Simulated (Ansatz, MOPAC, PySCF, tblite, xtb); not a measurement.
System: H2Be, singlet: collinear H-Be-H surface. Scanned: H-Be distance and Be-H distance.

- GFN2-xTB, 300 K electronic temperature (tblite)
- RHF/def2-SVP (PySCF)
- FCI/cc-pVTZ = full CI/cc-pVTZ, frozen core (Ansatz, a quantum-chemistry and plane-wave program)
- RHF/cc-pVTZ (Ansatz)
- MP2/cc-pVTZ = MP2 on RHF/cc-pVTZ, frozen core in Ansatz
- CCSD/cc-pVTZ = CCSD on RHF/cc-pVTZ, frozen core (Ansatz)
- CCSD(T)/cc-pVTZ = CCSD(T) on RHF/cc-pVTZ, frozen core (Ansatz)
- CCSDT/cc-pVTZ = Ansatz with CCSDT on RHF/cc-pVTZ, frozen core
- CCSDT(Q)/cc-pVTZ = CCSDT(Q) on RHF/cc-pVTZ, frozen core in Ansatz
- RKS-BLYP/cc-pVTZ = restricted BLYP/cc-pVTZ (Ansatz)
- RKS-B3LYP/cc-pVTZ = restricted B3LYP/cc-pVTZ run with Ansatz
- RKS-PBE/cc-pVTZ = restricted PBE/cc-pVTZ in Ansatz
- PM6, restricted, heats of formation (MOPAC)
- PM7, restricted, heats of formation (MOPAC)
- GFN1-xTB (xtb)
- RKS-B3LYP/6-31G* = restricted B3LYP/6-31G*, spherical d (PySCF 2.14.0)
- RKS-BP86/6-31G* = restricted BP86/6-31G*, spherical d in PySCF 2.14.0
- RKS-M06-2X/6-31G* = PySCF with restricted M06-2X/6-31G*, spherical d
- RKS-LDA (SVWN5)/6-31G* = PySCF with restricted LDA (SVWN5)/6-31G*, spherical d

Energies in eV at chosen points (x: H-Be distance (Å); y: Be-H distance (Å)), relative to x = 1.32, y = 1.32:

```
method                  (1.89, 1.40)  (1.20, 1.21)  (1.26, 1.21)  (1.26, 1.13)  (1.64, 1.13)  (1.20, 1.70)  (1.56, 1.56)
----------------------  ------------  ------------  ------------  ------------  ------------  ------------  ------------
GFN2-xTB                       1.152         0.070         0.020         0.193         0.689         0.666         0.686
RHF                            1.325         0.332         0.201         0.514         0.971         0.861         0.621
FCI/cc-pVTZ                    1.216         0.302         0.183         0.471         0.901         0.798         0.579
RHF/cc-pVTZ                    1.320         0.307         0.185         0.480         0.938         0.842         0.622
MP2/cc-pVTZ                    1.304         0.291         0.174         0.460         0.927         0.834         0.625
CCSD/cc-pVTZ                   1.225         0.301         0.182         0.470         0.903         0.801         0.584
CCSD(T)/cc-pVTZ                1.219         0.301         0.182         0.470         0.902         0.799         0.581
CCSDT/cc-pVTZ                  1.216         0.302         0.183         0.470         0.902         0.798         0.579
CCSDT(Q)/cc-pVTZ               1.216         0.302         0.183         0.471         0.901         0.798         0.579
RKS-BLYP/cc-pVTZ               1.214         0.277         0.166         0.441         0.887         0.792         0.589
RKS-B3LYP/cc-pVTZ              1.278         0.268         0.158         0.431         0.905         0.819         0.627
RKS-PBE/cc-pVTZ                1.157         0.311         0.191         0.479         0.885         0.774         0.534
PM6                            2.113         0.384         0.224         0.613         1.405         1.326         1.048
PM7                            2.756         0.160         0.053         0.398         1.604         1.616         1.592
GFN1-xTB                       1.381         0.072         0.018         0.206         0.802         0.796         0.799
RKS-B3LYP/6-31G*               1.273         0.292         0.175         0.463         0.934         0.832         0.610
RKS-BP86/6-31G*                1.138         0.338         0.209         0.512         0.906         0.779         0.509
RKS-M06-2X/6-31G*              1.294         0.296         0.179         0.467         0.939         0.841         0.614
RKS-LDA (SVWN5)/6-31G*         1.106         0.355         0.222         0.532         0.907         0.770         0.477
```
